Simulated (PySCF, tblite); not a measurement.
Isomers of C4H12P2, one GFN2-xTB conformer each. Single-point energies are computed at PBE0/pcSseg-1 (PySCF, gas phase, no added dispersion term), electronic only.

Question: Rank them by PBE0/pcSseg-1 energy, lowest first (kJ/mol).
A. `[CH3:1][CH:2]([CH3:3])[P:4]([CH3:5])[PH2:6]` with C1–C2–P4–C5 163°, C2–P4–P6–H -98° and 170°
B. `[CH3:1][PH:2][CH2:3][P:4]([CH3:5])[CH3:6]` with C1–P2–C3–P4 -163°, P2–C3–P4–C5 -172°
C. `[CH3:1][P:2]([CH3:3])[P:4]([CH3:5])[CH3:6]` with C1–P2–P4–C5 180°
D. `[CH2:1]=[P@@:2]([CH3:3])([PH2:4])[CH2:5][CH3:6]` with C1–P2–P4–H -44° and 48°, C1–P2–C5–C6 -176°
E. `[CH3:1][C:2]([CH3:3])([CH3:4])[PH:5][PH2:6]` with C2–P5–P6–H -169° and 99°
F. `[CH3:1][CH:2]([CH3:3])[PH:4][CH2:5][PH2:6]` with C1–C2–P4–C5 78°, C2–P4–C5–P6 168°, P4–C5–P6–H -47° and 45°

Answer: C (0.0), A (35.6), B (41.5), E (50.6), F (75.3), D (179.6).

Neighbours under 10 kJ/mol apart (CC(C)P(C)P and CPCP(C)C; CPCP(C)C and CC(C)(C)PP) can change places with a better method, another conformer or zero-point energy. GFN2-xTB itself gives, in the same order: 24.3, 14.8, 75.8, 0.0, 83.8, 182.1. GFN2-xTB puts CC(C)(C)PP lowest instead; measured from each level's own lowest isomer, the values differ by up to 50.6 kJ/mol (CC(C)(C)PP: 0.0 against 50.6).

Question: Which frontier levels, dipoles and rotational constants go with these structures?

Answer: 
```csv
SMILES,"HOMO (eV, PBE0/pcSseg-1)",LUMO (eV),dipole (D),"A, B, C (MHz)"
CP(C)P(C)C,-6.01,0.37,0.00,"3095, 1754, 1315"
CC(C)P(C)P,-6.29,0.29,0.79,"2938, 1722, 1219"
CPCP(C)C,-6.58,0.70,1.74,"4627, 1121, 997.5"
CC(C)(C)PP,-6.45,0.30,0.75,"3476, 1478, 1367"
CC(C)PCP,-7.02,0.26,1.69,"5524, 943.3, 864.1"
C=[P@@](C)(P)CC,-5.20,-0.04,1.68,"2162, 2018, 1480"
```

Question: What happens when harmonic zero-point energies from GFN2-xTB frequencies are added?

Answer: 
```
         SMILES  ZPE (kJ/mol)  electronic (kJ/mol)  with ZPE (kJ/mol)
     CP(C)P(C)C         390.7                  0.0                0.0
     CC(C)P(C)P         388.5                 35.6               33.3
       CPCP(C)C         385.4                 41.5               36.2
     CC(C)(C)PP         386.2                 50.6               46.1
       CC(C)PCP         383.5                 75.3               68.1
C=[P@@](C)(P)CC         376.3                179.6              165.1
```

The zero-point energies span 14.4 kJ/mol. The order is unchanged.
